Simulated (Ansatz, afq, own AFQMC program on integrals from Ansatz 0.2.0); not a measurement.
Integrals from Ansatz 0.2.0, then the random walk in our own AFQMC program (afq).

```yaml
crystal:
  periodic: [false, false, false]
  atoms:
    - {symbol: O, position_ang: [0.000000, 0.000000, 0.000000]}
    - {symbol: H, position_ang: [0.000000, 0.000000, 1.006000]}
basis:
  gaussian: {orbitals: aug-cc-pVDZ}
total_charge: -1
magnetization: {spin_polarized: true, initial_magnetization: 2}
correlation: {method: ccsd_t, electrons: outside_noble_gas, hamiltonian_folder: ham}
```

```sh
$ ansatz run in.yaml --threads 1 --pin off --events-out ev --progress --plain --max-ram 1382MiB
```

Options of the walk:

```
--method phaseless --trial cisd --walkers 60 --populations 1 --least-time 40 --time-step 0.005 --steps-per-block 50 --equilibration-blocks 28 --max-blocks 300 --target-error 0.00034 --factor-cut 1e-05 --start spin_pure --seed 682 --release-times 0.24,0.51,0.99,1.62,2.4 --release-step 0.03 --release-every 4 --taylor-order 6
```

Times are imaginary, in 1/Eh. The walk had a cap of 630 s.

Output of the walk:

```
orbitals 31  electrons 5 3  factors 215 of 302
reference energy -75.36732893 Eh
CCSD correlation -0.18331322 Eh in 10 cycles, weight of the determinant in the CISD state 0.9408
energy of the start -75.550540 Eh
 block  time / (1/Eh)  mean weight  energy / Eh
     1     0.250  0.9981  -75.550330
     2     0.500  1.0013  -75.551480
     3     0.750  0.9997  -75.551566
     4     1.000  1.0003  -75.552734
     5     1.250  0.9991  -75.551941
     7     1.750  0.9992  -75.557280
     9     2.250  0.9972  -75.553506
    13     3.250  1.0008  -75.554323
    21     5.250  1.0025  -75.551665
    29     7.250  1.0021  -75.561719
    37     9.250  1.0015  -75.556135
    45    11.250  1.0013  -75.556147
    53    13.250  0.9988  -75.555411
    61    15.250  1.0029  -75.558733
    69    17.250  1.0018  -75.554171
    77    19.250  0.9996  -75.551934
    85    21.250  0.9993  -75.553387
    93    23.250  1.0038  -75.560099
   101    25.250  0.9989  -75.555480
   109    27.250  1.0024  -75.553486
   117    29.250  1.0001  -75.557507
   125    31.250  0.9994  -75.556637
   133    33.250  1.0009  -75.552719
   141    35.250  0.9973  -75.552760
   149    37.250  0.9985  -75.554256
   157    39.250  1.0032  -75.554129
   165    41.250  1.0001  -75.555012
   173    43.250  1.0009  -75.550006
   181    45.250  0.9998  -75.555384
   185    46.250  0.9992  -75.562620
blocks merged  error / Eh  count
     1  0.000209  160
     2  0.000254  80
     4  0.000304  40
     8  0.000338  20
    16  0.000353  10
released: time / (1/Eh)  energy / Eh  error  mean overlap
  0.24  -75.555181  0.000289  1.0058
  0.51  -75.555551  0.000354  1.0159
  0.99  -75.555075  0.000315  1.0267
  1.62  -75.555554  0.000381  1.0348
  2.40  -75.555592  0.000442  1.0705
energy -75.555271 +/- 0.000338 Eh
(rows thinned)
```

The run passed its tests (sampling time, drift between the halves within three errors, error under three times the target), which doesn't prove that it has relaxed.

Against this walk (error 9.2 meV) on the same determinant: CCSD(T) 17.1 meV higher (within the noise), CCSDT(Q) 2.9 meV lower (within the noise). The error is statistical and leaves out the bias of the constraint. Released to 2.40 1/Eh the energy moves by -9 ± 15 meV (both errors), within twice the noise.

Cautions: constraint bias not in the error; lower spins were not checked.

The walk took 3.4 min on 1 thread of Intel(R) Xeon(R) Platinum 8259CL CPU @ 2.50GHz (Skylake/Cascade Lake), with other jobs on the host. The log's last line is the phaseless energy.

CCSDT and higher add their correlation energy to the determinant of the CCSD(T) run, since their own runs factorise the integrals more tightly (a shift of under 2 meV). A walk keeps the symmetry of its determinant, which the program's search chose and which needn't be the lowest solution, so a lower state of the same spin and another symmetry isn't excluded.
